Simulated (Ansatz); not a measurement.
# C4H2 (1,3-butadiyne) at 6 levels

Wanted: a comparison of 6 runs (HF/STO-3G, BLYP/aug-cc-pVDZ, CAM-B3LYP/aug-cc-pVDZ, HSE06/aug-cc-pVDZ, revPBE/aug-cc-pVDZ, wB97X/aug-cc-pVDZ) of C4H2 (1,3-butadiyne). 

The results are computed with Ansatz 0.2.0.

43 further runs of the same task are left out: 16 that didn't finish, 27 set aside as unsound or not needed.

### 1 The molecule

C4H2 has 6 atoms, charge 0, and is taken as a singlet. As SMILES, `C#CC#C`. One bond was lengthened or shortened from a relaxed shape.

Bond lengths: C1–C2 1.205 Å, C2–C3 1.773 Å, C3–C4 1.205 Å, C1–H5 1.064 Å, C4–H6 1.064 Å. Angles: C1–C2–C3 180.0°, C2–C3–C4 180.0°, C2–C1–H5 180.0°, C3–C4–H6 180.0°.

### 2 The energy at HF/STO-3G (run 1)

The input, job.yaml:

```yaml
crystal:
  periodic: [false, false, false]
  atoms:
    - {symbol: C, position_ang: [1.726976, -1.341271, 0.699359]}
    - {symbol: C, position_ang: [0.820806, -0.637611, 0.332379]}
    - {symbol: C, position_ang: [-0.513080, 0.398350, -0.207780]}
    - {symbol: C, position_ang: [-1.419150, 1.102170, -0.574710]}
    - {symbol: H, position_ang: [2.527726, -1.963011, 1.023619]}
    - {symbol: H, position_ang: [-2.219770, 1.724120, -0.898890]}
basis:
  gaussian:
    orbitals: STO-3G
accuracy: high
hamiltonian:
  xc: hf
output: {orbitals: {seedname: orbitals}}
```

Launch:

```console
$ ansatz run job.yaml --threads 1 --pin off --max-ram 3480MiB --events-out events.jsonl --progress --plain --runs-dir runs
```

The program printed:

```text
Warning: RAYON_NUM_THREADS=1 ignored (pool sized by the plan → 1); use --threads N
Functional definition: HF
  name "HF"
  exchange = exact_x
  correlation = 0
387 factors; integrals over basis functions are off by at most 1.2e-8 eV
mean field evaluation 1: about -4094.8315 eV, gradient 1.4e1 eV
mean field evaluation 2: about -4094.8094 eV, gradient 1.4e1 eV
mean field evaluation 4: about -4095.6913 eV, gradient 4.2e0 eV
mean field evaluation 8: about -4095.7388 eV, gradient 4.8e-6 eV
mean field -4095.73884923 eV, -150.5156265178 hartree, gradient 2.1e-8 eV, S^2 0.000000; 0 other end points of the search recorded, 0 dependent functions left out
reference -4095.73884923 eV, -150.5156265178 hartree; 13, 13 occupied and 9, 9 virtual orbitals, 387 factors
Total energy: -4095.73884923 eV, -150.5156265178 hartree
```

Run time: 0.24 s. Hardware: 1 thread of Intel Xeon Platinum 8175M at 2.50GHz (Skylake/Cascade Lake), shared host.

### 3 The energy at BLYP/aug-cc-pVDZ (run 2)

The input, molecule.yaml:

```yaml
crystal:
  periodic: [false, false, false]
  atoms:
    - symbol: C
      position_ang: [1.726976, -1.341271, 0.699359]
    - symbol: C
      position_ang: [0.820806, -0.637611, 0.332379]
    - symbol: C
      position_ang: [-0.513080, 0.398350, -0.207780]
    - symbol: C
      position_ang: [-1.419150, 1.102170, -0.574710]
    - symbol: H
      position_ang: [2.527726, -1.963011, 1.023619]
    - symbol: H
      position_ang: [-2.219770, 1.724120, -0.898890]
basis:
  gaussian:
    orbitals: aug-cc-pVDZ
output: {orbitals: {seedname: orbitals}}
hamiltonian:
  xc: {name: BLYP}
accuracy: high
```

Launch:

```console
$ ansatz run molecule.yaml --threads 1 --pin off --max-ram 3480MiB --events-out events.jsonl --progress --plain --runs-dir runs
```

The program printed:

```text
Warning: RAYON_NUM_THREADS=1 ignored (pool sized by the plan → 1); use --threads N
Functional definition: BLYP
  name "BLYP"
  parameter beta = 0.0042
  parameter a = 0.04918
  parameter b = 0.132
  parameter c = 0.2533
  parameter d = 0.349
  exchange = b88_x(beta = beta)
  correlation = lyp_c(a = a, b = b, c = c, d = d)
1813 factors; integrals over basis functions are off by at most 2.6e-9 eV
mean field evaluation 1: about -4163.8940 eV, gradient 5.9e1 eV
mean field evaluation 2: about -4154.8402 eV, gradient 8.1e1 eV
mean field evaluation 4: about -4173.6031 eV, gradient 2.8e0 eV
mean field evaluation 8: about -4173.6235 eV, gradient 4.4e-2 eV
mean field evaluation 16: about -4173.6235 eV, gradient 5.9e-7 eV
mean field -4173.62350744 eV, -153.3778349148 hartree, gradient 3.6e-8 eV, S^2 0.000000; 0 other end points of the search recorded, 0 dependent functions left out
reference -4173.62356474 eV, -153.3778370206 hartree; 13, 13 occupied and 97, 97 virtual orbitals, 1813 factors
Total energy: -4173.62356474 eV, -153.3778370206 hartree
```

Run time: 7.5 s. Hardware: 1 thread of Intel Xeon Platinum 8175M at 2.50GHz (Skylake/Cascade Lake), shared host; peak memory 0.26 GiB.

Runs 3 to 4 aren't shown in full; the table further down has their settings and results.

### 4 The energy at revPBE/aug-cc-pVDZ (run 5)

The input, in.yaml:

```yaml
basis:
  gaussian: {orbitals: aug-cc-pVDZ}
crystal:
  periodic: [false, false, false]
  atoms:
    - symbol: C
      position_ang: [1.726976, -1.341271, 0.699359]
    - symbol: C
      position_ang: [0.820806, -0.637611, 0.332379]
    - symbol: C
      position_ang: [-0.513080, 0.398350, -0.207780]
    - symbol: C
      position_ang: [-1.419150, 1.102170, -0.574710]
    - symbol: H
      position_ang: [2.527726, -1.963011, 1.023619]
    - symbol: H
      position_ang: [-2.219770, 1.724120, -0.898890]
hamiltonian: {xc: {name: revPBE}}
accuracy: high
output: {orbitals: {seedname: orbitals}}
```

Launch:

```console
$ ansatz run in.yaml --threads 1 --pin off --max-ram 3480MiB --events-out events.jsonl --progress --plain --runs-dir runs
```

The program printed:

```text
Warning: RAYON_NUM_THREADS=1 ignored (pool sized by the plan → 1); use --threads N
Functional definition: revPBE
  name "revPBE"
  parameter kappa = 1.245
  parameter beta = 0.06672455060314922
  exchange = pbe_x(kappa = kappa, mu = beta*pi^2/3)
  correlation = pbe_c(beta = beta)
1813 factors; integrals over basis functions are off by at most 2.6e-9 eV
mean field evaluation 1: about -4165.3561 eV, gradient 5.6e1 eV
mean field evaluation 2: about -4157.7820 eV, gradient 7.6e1 eV
mean field evaluation 4: about -4174.0302 eV, gradient 2.4e0 eV
mean field evaluation 8: about -4174.0426 eV, gradient 5.7e-2 eV
mean field evaluation 16: about -4174.0426 eV, gradient 3.6e-6 eV
mean field -4174.04263373 eV, -153.3932375219 hartree, gradient 1.9e-8 eV, S^2 0.000000; 0 other end points of the search recorded, 0 dependent functions left out
reference -4174.04264241 eV, -153.3932378410 hartree; 13, 13 occupied and 97, 97 virtual orbitals, 1813 factors
Total energy: -4174.04264241 eV, -153.3932378410 hartree
```

Run time: 9.6 s. Hardware: 1 thread of Intel Xeon Platinum 8175M at 2.50GHz (Skylake/Cascade Lake), shared host; peak memory 0.26 GiB.

### 5 A single-point energy at wB97X/aug-cc-pVDZ (run 6)

Edit job.yaml of step 2 so:

```diff
@@ -11,6 +11,7 @@
   gaussian:
-    orbitals: STO-3G
+    orbitals: aug-cc-pVDZ
+hamiltonian:
+  xc: {name: wB97X}
 accuracy: high
-hamiltonian:
-  xc: hf
-output: {orbitals: {seedname: orbitals}}
+output:
+  orbitals: {seedname: orbitals}
```

Launch:

```console
$ ansatz run job.yaml --threads 1 --pin off --max-ram 3480MiB --events-out events.jsonl --progress --plain --runs-dir runs
```

The program printed:

```text
Warning: RAYON_NUM_THREADS=1 ignored (pool sized by the plan → 1); use --threads N
Functional definition: wB97X
  name "wB97X"
  parameter omega = 0.3/bohr
  parameter cx = 0.157706
  parameter cx1 = 0.726479
  parameter cx2 = 1.04760
  parameter cx3 = -5.70635
  parameter cx4 = 13.2794
  parameter css1 = -4.33879
  parameter css2 = 18.2308
  parameter css3 = -31.7430
  parameter css4 = 17.2901
  parameter cos1 = 2.37031
  parameter cos2 = -11.3995
  parameter cos3 = 6.58405
  parameter cos4 = -3.78132
  exchange = spin_sum(e_x_unif_sr(omega)*poly(b97_u_x, 1 - cx, cx1, cx2, cx3, cx4)) + cx*exact_x_sr(omega)
      + exact_x_lr(omega)
  correlation = spin_sum(e_c_pw_same_spin*poly(b97_u_same, 1, css1, css2, css3, css4))
      + integral(e_c_pw_opposite_spin*poly(b97_u_opposite, 1, cos1, cos2, cos3, cos4))
1813 factors; integrals over basis functions are off by at most 2.6e-9 eV
463 factors; integrals over basis functions are off by at most 2.3e-9 eV
mean field evaluation 1: about -4170.7913 eV, gradient 3.3e1 eV
mean field evaluation 2: about -4172.4465 eV, gradient 2.2e1 eV
mean field evaluation 4: about -4173.5298 eV, gradient 1.3e0 eV
mean field evaluation 8: about -4173.5347 eV, gradient 2.5e-3 eV
mean field evaluation 16: about -4173.5347 eV, gradient 4.1e-7 eV
mean field -4173.53470587 eV, -153.3745715174 hartree, gradient 5.2e-8 eV, S^2 0.000000; 0 other end points of the search recorded, 0 dependent functions left out
reference -4173.53469884 eV, -153.3745712590 hartree; 13, 13 occupied and 97, 97 virtual orbitals, 1813 factors
Total energy: -4173.53469884 eV, -153.3745712590 hartree
```

Run time: 20 s. Hardware: 1 thread of Intel Xeon Platinum 8175M at 2.50GHz (Skylake/Cascade Lake), shared host; peak memory 0.48 GiB.

### 6 The series

| run | level | energy (Eh) | HOMO energy (eV) | LUMO energy (eV) | HOMO–LUMO gap (eV) | wall time |
| --- | --- | --- | --- | --- | --- | --- |
| 1 | HF/STO-3G | -150.515627 | -9.09 | 8.40 | 17.49 | 0.24 s |
| 2 | BLYP/aug-cc-pVDZ | -153.377837 | -6.93 | -1.33 | 5.60 | 7.5 s |
| 3 | CAM-B3LYP/aug-cc-pVDZ | -153.330653 | -9.65 | 0.45 | 10.10 | 7.5 s |
| 4 | HSE06/aug-cc-pVDZ | -153.217956 | -7.91 | -0.83 | 7.08 | 7.5 s |
| 5 | revPBE/aug-cc-pVDZ | -153.393238 | -7.04 | -1.35 | 5.69 | 9.6 s |
| 6 | wB97X/aug-cc-pVDZ | -153.374571 | -10.70 | 1.13 | 11.83 | 20 s |

### 7 Outcome

| quantity | value |
| --- | --- |
| run 6: total energy | -153.37457 Eh |
| run 6: HOMO energy | -10.70 eV |
| run 6: LUMO energy | 1.13 eV |
| run 6: HOMO–LUMO gap | 11.83 eV |

In words: The HOMO–LUMO gap runs from 5.60 eV (BLYP/aug-cc-pVDZ) to 17.49 eV (HF/STO-3G). The two ends differ in method and basis. Totals of different functionals can't be ranked against each other. In run 1 the basis is minimal, so the values are rough. All runs together took 52 s, the longest 20 s.
